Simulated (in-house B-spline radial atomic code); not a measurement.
# RPA and G0W0 on LC-wPBE: neutral neon

Configuration [He] 2s2 2p6, mean-field start LC-wPBE. Computed with a B-spline radial code for spherical atoms: all electrons, scalar-relativistic (spin-free one-electron X2C), finite nucleus, each spin shell either full or empty, empty states to l = 9 with an (l + 1/2)⁻⁴ tail; G0W0 by contour deformation at full frequency.

Command:
```bash
python run_gw.py task.json out
```
Settings (radii: box in bohr, nucleus in fm):
```
Z                        10
electrons                10
configuration            [He] 2s2 2p6
hamiltonian              x2c
method                   lc_wpbe
lmax                     9
rms_radius               3.0055
spin_polarised           False
box_radius               40
intervals                74
```

Time taken, with all properties: 2.3 s on 1 thread of Arm Neoverse N1 (shared host).

Energies (hartree):

| term | value |
| --- | --- |
| mean-field total | -129.05813 |
| Hartree-Fock functional on these orbitals | -128.67493 |
| direct second order | -0.68278 |
| second-order exchange | 0.24067 |
| SOSEX correction | 0.21175 |

(1) What is the RPA correlation energy, and what remains with SOSEX?

Quasi-particle levels (eV):

```tsv
level	occupied	mean field	Σx - vxc	Σc	QP weight	G0W0
2p	yes	-18.766	-4.94	?	?	?
```

G0W0 = mean field + (Σx - vxc) + Σc, with Σc (partial-wave tail included) taken at the quasi-particle energy. Levels of low weight are left out.

(2) Where does G0W0 put 2p?

## Answers

(1) RPA gives -0.56828 hartree (-1.55 eV per electron); RPA + SOSEX gives -0.35653, and the second-order doubles -0.4421 hartree (no singles). SOSEX takes back 37 % of the RPA value.

(2) At -21.870 eV, with Σc = 1.84 eV and a quasi-particle weight of 0.912. The tabulated removal energy is 21.565 eV (NIST, measured).
